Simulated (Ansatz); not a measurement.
in.yaml

```yaml
crystal:
  periodic: [false, false, false]
  atoms:
    - {symbol: B, position_ang: [-0.003488, 0.003500, 0.007558]}
    - {symbol: H, position_ang: [0.468986, 0.489795, 1.064862]}
    - {symbol: H, position_ang: [-0.489279, -0.467384, 1.065803]}
    - {symbol: H, position_ang: [-0.475401, 0.474902, -1.056719]}
    - {symbol: H, position_ang: [0.533110, -0.534850, -1.155009]}
basis:
  gaussian: {orbitals: cc-pVDZ}
total_charge: 1
magnetization: {spin_polarized: false, initial_magnetization: 2}
correlation: {method: ccsdt_q, electrons: outside_noble_gas}
scf: {lower_state_search: off}
output: {forces: true}
```

```sh
$ ansatz run in.yaml --threads 1 --pin off --events-out ev --progress --plain --max-ram 2393MiB
```

**Question.** Roughly how long does this take on 1 thread of Arm Neoverse V1, shared host, and how much host memory?

**Answer.** 27 s wall and 0.48 GiB.

```
these checks for a lower state are left out or cut short: starts, cluster_reference, orbital_swaps, neighbouring_geometries, increment
627 factors; integrals over basis functions are off by at most 1.3e-7 eV
mean field evaluation 1: about -720.1251 eV, gradient 1.1e1 eV
mean field evaluation 2: about -720.1258 eV, gradient 1.1e1 eV
mean field evaluation 4: about -720.6990 eV, gradient 4.6e-1 eV
mean field evaluation 8: about -720.7011 eV, gradient 2.3e-4 eV
mean field -720.70113721 eV, -26.4852782836 hartree, gradient 1.5e-6 eV, S^2 2.000000; 0 other end points of the search recorded, 0 dependent functions left out
1 core orbitals not correlated: weight in the atoms' cores, before any rotation towards them, 1.000 or more for the frozen orbitals, at most 0.000 for the correlated occupied ones
reference -720.70113721 eV, -26.4852782836 hartree; 4, 2 occupied and 29, 31 virtual orbitals, 627 factors
second order -2.41206489 eV of doubles, -0.10068143 eV of singles
cycle   1  -2.98055403 eV  change   -4.7e-1 eV  update   5.0e-2
cycle   2  -3.21041207 eV  change   -2.3e-1 eV  update   2.1e-2
cycle   3  -3.22123296 eV  change   -1.1e-2 eV  update   5.9e-3
cycle   4  -3.22454510 eV  change   -3.3e-3 eV  update   2.2e-3
cycle   5  -3.22316803 eV  change    1.4e-3 eV  update   8.4e-4
cycle   6  -3.22316245 eV  change    5.6e-6 eV  update   2.9e-4
cycle   7  -3.22337999 eV  change   -2.2e-4 eV  update   1.3e-4
cycle   8  -3.22334994 eV  change    3.0e-5 eV  update   5.0e-5
cycle   9  -3.22332835 eV  change    2.2e-5 eV  update   1.7e-5
cycle  10  -3.22333698 eV  change   -8.6e-6 eV  update   6.8e-6
cycle  11  -3.22333797 eV  change   -9.9e-7 eV  update   2.7e-6
cycle  12  -3.22333666 eV  change    1.3e-6 eV  update   1.0e-6
cycle  13  -3.22333574 eV  change    9.2e-7 eV  update   3.4e-7
cycle  14  -3.22333546 eV  change    2.8e-7 eV  update   1.2e-7
perturbative correction -0.00114118 eV, -0.0000419377 hartree
the calculation of the forces begins
Total energy: -723.92561385 eV, -26.6037756147 hartree
Atom 0 at    -0.003488     0.003500     0.007558 Å, force     0.395549    -0.397635    -1.664959 eV/Å
Atom 1 at     0.468986     0.489795     1.064862 Å, force     0.205032     0.105780     0.183318 eV/Å
Atom 2 at    -0.489279    -0.467384     1.065803 Å, force    -0.105832    -0.204731     0.183623 eV/Å
Atom 3 at    -0.475401     0.474902    -1.056719 Å, force    -0.026890     0.026937     0.016464 eV/Å
Atom 4 at     0.533110    -0.534850    -1.155009 Å, force    -0.467859     0.469650     1.281554 eV/Å
Dipole moment:     0.028279    -0.028315    -0.003640 e Å
Checks for a lower state left out: starts, cluster_reference, orbital_swaps, neighbouring_geometries, increment
```

Forces (eV/Å):
```
B    0.396 -0.398 -1.665
H    0.205  0.106  0.183
H   -0.106 -0.205  0.184
H   -0.027  0.027  0.016
H   -0.468  0.470  1.282
```
